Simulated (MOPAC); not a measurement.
Job for MOPAC: PM3 on DMSO (SMILES CS(C)=O), a point of a torsion scan.

```
PM3 1SCF PRECISE CHARGE=0 THREADS=1
C2H6OS

C     -1.47298047 1    -0.04566831 1    -0.23385734 1
S      0.15407838 1    -0.35967277 1     0.59198251 1
C     -0.59276511 1    -1.11103428 1     2.11014845 1
O      0.76136381 1    -1.46961986 1    -0.13981879 1
H     -1.92684933 1    -0.99714386 1    -0.48742787 1
H     -1.27770780 1     0.51415888 1    -1.14298089 1
H     -2.10516391 1     0.53267962 1     0.42882913 1
H     -1.23675453 1    -1.93623269 1     1.82777725 1
H      0.22121174 1    -1.47717926 1     2.72712137 1
H     -1.14643983 1    -0.34563960 1     2.64123802 1
```

Program output:

```
*******************************************************************************
 **                                                                           **
 **                              MOPAC v23.2.5                                **
 **                                                                           **
 *******************************************************************************
 ** MOPAC's Digital Object Identifier: https://doi.org/10.5281/zenodo.6511958 **
 **                                                                           **
 ** Please cite the open-source release paper for use of this MOPAC version:  **
 ** J. E. Moussa and J. J. P. Stewart (2026)                                  **
 ** MOPAC: An open-source semiempirical molecular orbital program             **
 ** J. Open Source Softw., 11(119), 8025, https://doi.org/10.21105/joss.08025 **
 *******************************************************************************

                              PM3 CALCULATION RESULTS

 *******************************************************************************
 *  PM3        - The PM3 Hamiltonian to be used
 *
 *
 *
 *                 CHARGE ON SYSTEM = 0
 *
 *
 *
 *  PRECISE    - TIGHTER CRITERIA TO BE USED
 *  1SCF       - DO 1 SCF AND THEN STOP
 *  THREADS=1  - MULTI-THREADING NOT USED
 *  T=         - A TIME OF 172800.0 SECONDS REQUESTED
 *  DUMP=N     - RESTART FILE WRITTEN EVERY 7200.0 SECONDS REQUESTED
 *******************************************************************************
PM3 1SCF PRECISE CHARGE=0 THREADS=1
 C2H6OS

   ATOM   CHEMICAL          X               Y               Z
  NUMBER   SYMBOL      (ANGSTROMS)     (ANGSTROMS)     (ANGSTROMS)

     1       C         -1.47298047  *  -0.04566831  *  -0.23385734  *
     2       S          0.15407838  *  -0.35967277  *   0.59198251  *
     3       C         -0.59276511  *  -1.11103428  *   2.11014845  *
     4       O          0.76136381  *  -1.46961986  *  -0.13981879  *
     5       H         -1.92684933  *  -0.99714386  *  -0.48742787  *
     6       H         -1.27770780  *   0.51415888  *  -1.14298089  *
     7       H         -2.10516391  *   0.53267962  *   0.42882913  *
     8       H         -1.23675453  *  -1.93623269  *   1.82777725  *
     9       H          0.22121174  *  -1.47717926  *   2.72712137  *
    10       H         -1.14643983  *  -0.34563960  *   2.64123802  *



          CARTESIAN COORDINATES

    NO.       ATOM           X           Y           Z

     1         C         -1.4730     -0.0457     -0.2339
     2         S          0.1541     -0.3597      0.5920
     3         C         -0.5928     -1.1110      2.1101
     4         O          0.7614     -1.4696     -0.1398
     5         H         -1.9268     -0.9971     -0.4874
     6         H         -1.2777      0.5142     -1.1430
     7         H         -2.1052      0.5327      0.4288
     8         H         -1.2368     -1.9362      1.8278
     9         H          0.2212     -1.4772      2.7271
    10         H         -1.1464     -0.3456      2.6412

  H: (PM3): J. J. P. STEWART, J. COMP. CHEM. 10, 209 (1989).
  C: (PM3): J. J. P. STEWART, J. COMP. CHEM. 10, 209 (1989).
  O: (PM3): J. J. P. STEWART, J. COMP. CHEM. 10, 209 (1989).
  S: (PM3): J. J. P. STEWART, J. COMP. CHEM. 10, 209 (1989).

           Empirical Formula: C2 H6 O S  =    10 atoms



      MOLECULAR POINT GROUP   :   Cs


      RHF CALCULATION, NO. OF DOUBLY OCCUPIED LEVELS = 13


 -------------------------------------------------------------------------------
 PM3 1SCF PRECISE CHARGE=0 THREADS=1
 C2H6OS



     1SCF WAS SPECIFIED, SO BFGS WAS NOT USED
     SCF FIELD WAS ACHIEVED


                              PM3 CALCULATION
                                                       MOPAC v23.2.5 Linux




          FINAL HEAT OF FORMATION =        -34.35824 KCAL/MOL =    -143.75487 KJ/MOL


          COSMO AREA              =        110.71 SQUARE ANGSTROMS
          COSMO VOLUME            =         97.71 CUBIC ANGSTROMS

          IONIZATION POTENTIAL    =          9.267280 EV
          HOMO LUMO ENERGIES (EV) =         -9.267  0.476
          NO. OF FILLED LEVELS    =         13
          MOLECULAR WEIGHT        =         78.1288         POINT GROUP:  Cs

          MOLECULAR DIMENSIONS (Angstroms)

            Atom       Atom       Distance
            H     9    H     6     4.60325
            H    10    O     4     3.33508
            S     2    H     5     1.96860


          SCF CALCULATIONS        =          1





   ATOM   CHEMICAL          X               Y               Z
  NUMBER   SYMBOL      (ANGSTROMS)     (ANGSTROMS)     (ANGSTROMS)

     1       C         -1.47298047  *  -0.04566831  *  -0.23385734  *
     2       S          0.15407838  *  -0.35967277  *   0.59198251  *
     3       C         -0.59276511  *  -1.11103428  *   2.11014845  *
     4       O          0.76136381  *  -1.46961986  *  -0.13981879  *
     5       H         -1.92684933  *  -0.99714386  *  -0.48742787  *
     6       H         -1.27770780  *   0.51415888  *  -1.14298089  *
     7       H         -2.10516391  *   0.53267962  *   0.42882913  *
     8       H         -1.23675453  *  -1.93623269  *   1.82777725  *
     9       H          0.22121174  *  -1.47717926  *   2.72712137  *
    10       H         -1.14643983  *  -0.34563960  *   2.64123802  *

                             CARTESIAN COORDINATES

   1    C       -1.472980470    -0.045668310    -0.233857340
   2    S        0.154078380    -0.359672770     0.591982510
   3    C       -0.592765110    -1.111034280     2.110148450
   4    O        0.761363810    -1.469619860    -0.139818790
   5    H       -1.926849330    -0.997143860    -0.487427870
   6    H       -1.277707800     0.514158880    -1.142980890
   7    H       -2.105163910     0.532679620     0.428829130
   8    H       -1.236754530    -1.936232690     1.827777250
   9    H        0.221211740    -1.477179260     2.727121370
  10    H       -1.146439830    -0.345639600     2.641238020


           Empirical Formula: C2 H6 O S  =    10 atoms



      MOLECULAR POINT GROUP   :   Cs


                  EIGENVALUES
 -36.88893 -32.34431 -28.67990 -20.39512 -15.94949 -15.89306 -15.71821 -14.25133
 -14.09758 -13.55182 -12.63320 -10.63449  -9.26728   0.47592   0.69339   2.79523
   3.55422   3.73003   3.75949   3.81121   3.89374   3.93755


              NET ATOMIC CHARGES AND DIPOLE CONTRIBUTIONS

  ATOM NO.   TYPE          CHARGE      No. of ELECS.   s-Pop       p-Pop
    1          C          -0.395405        4.3954     1.19065     3.20475
    2          S           1.007709        4.9923     1.76322     3.22907
    3          C          -0.394476        4.3945     1.19028     3.20420
    4          O          -0.719480        6.7195     1.88697     4.83251
    5          H           0.084163        0.9158     0.91584
    6          H           0.086369        0.9136     0.91363
    7          H           0.080841        0.9192     0.91916
    8          H           0.081773        0.9182     0.91823
    9          H           0.088067        0.9119     0.91193
   10          H           0.080438        0.9196     0.91956
 DIPOLE           X         Y         Z       TOTAL
 POINT-CHG.    -0.926     4.028     2.182     4.673
 HYBRID        -1.473    -1.573    -0.169     2.162
 SUM           -2.400     2.455     2.013     3.980


          ATOMIC ORBITAL ELECTRON POPULATIONS

     Atom    s        px        py        pz
    1  C   1.19065   1.06826   1.06745   1.06903
    2  S   1.76322   1.03202   1.22025   0.97680
    3  C   1.19028   1.06606   1.06152   1.07663
    4  O   1.88697   1.68939   1.49636   1.64676
    5  H   0.91584
    6  H   0.91363
    7  H   0.91916
    8  H   0.91823
    9  H   0.91193
   10  H   0.91956

 **********************
 *                    *
 * JOB ENDED NORMALLY *
 *                    *
 **********************




 == MOPAC DONE ==
```

The run finished.

Cost: around 0.03 core-seconds (rough).
